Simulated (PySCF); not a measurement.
**Choosing a basis for TDDFT**

Compound: cyclopropenethione, C3H2S.
Cartesian coordinates in Å at the PBE0-D3(BJ)/def2-SVP level; atoms count from 1:
```xyz
6
C3H2S angstrom
S      2.378   -0.121   -0.012
C      0.763   -0.039   -0.004
C     -0.460    0.692    0.001
C     -0.528   -0.641    0.004
H     -0.996    1.641    0.002
H     -1.157   -1.532    0.008
```

TDDFT with PBE0 (PySCF), vertical singlets, core orbitals frozen in the response, spherical d and f functions. Isolated species at its PBE0-D3(BJ)/def2-SVP geometry, gas phase.

Compare 6-31G*, def2-SVP, 6-31+G*, def2-SVPD, aug-cc-pVDZ, def2-TZVP, def2-TZVPD and aug-cc-pVTZ for this molecule.

| basis | functions | diffuse | S1 (eV) | S2 (eV) | S3 (eV) | S4 (eV) | S5 (eV) | LUMO (eV) | α (au) |
| --- | --- | --- | --- | --- | --- | --- | --- | --- | --- |
| 6-31G* | 64 | no | 3.47 | 3.60 | 4.88 | 6.10 | 7.29 | -1.08 | 42.8 |
| def2-SVP | 70 | no | 3.23 | 3.50 | 4.70 | 6.10 | 6.86 | -1.25 | 42.8 |
| 6-31+G* | 80 | yes | 3.32 | 3.50 | 4.70 | 5.30 | 5.65 | -1.43 | 50.7 |
| def2-SVPD | 103 | yes | 3.27 | 3.45 | 4.68 | 5.72 | 5.79 | -1.49 | 55.4 |
| aug-cc-pVDZ | 114 | yes | 3.26 | 3.48 | 4.64 | 5.07 | 5.48 | -1.48 | 55.8 |
| def2-TZVP | 142 | no | 3.28 | 3.46 | 4.65 | 5.83 | 6.56 | -1.39 | 50.3 |
| def2-TZVPD | 175 | yes | 3.28 | 3.44 | 4.64 | 5.41 | 5.64 | -1.46 | 56.7 |
| aug-cc-pVTZ | 234 | yes | 3.27 | 3.46 | 4.62 | 5.05 | 5.45 | -1.49 | 56.7 |

States are compared by their number. Against the largest diffuse basis here (aug-cc-pVTZ, itself not a converged limit), sets without diffuse functions differ by up to 0.20 eV in S1 and 1.84 eV in S5; the smaller diffuse sets differ by up to 0.05 and 0.34 eV. State by state, the largest deviation of a set without diffuse functions is S1 0.20, S2 0.14, S3 0.26, S4 1.05, S5 1.84 eV. The same number needn't mean the same state in each row. Against aug-cc-pVTZ the polarisability deviates by -25% in 6-31G*, -25% in def2-SVP, -11% in 6-31+G*, -2% in def2-SVPD, -2% in aug-cc-pVDZ, -11% in def2-TZVP, 0% in def2-TZVPD. A single + in a Pople set puts diffuse functions on heavy atoms only.
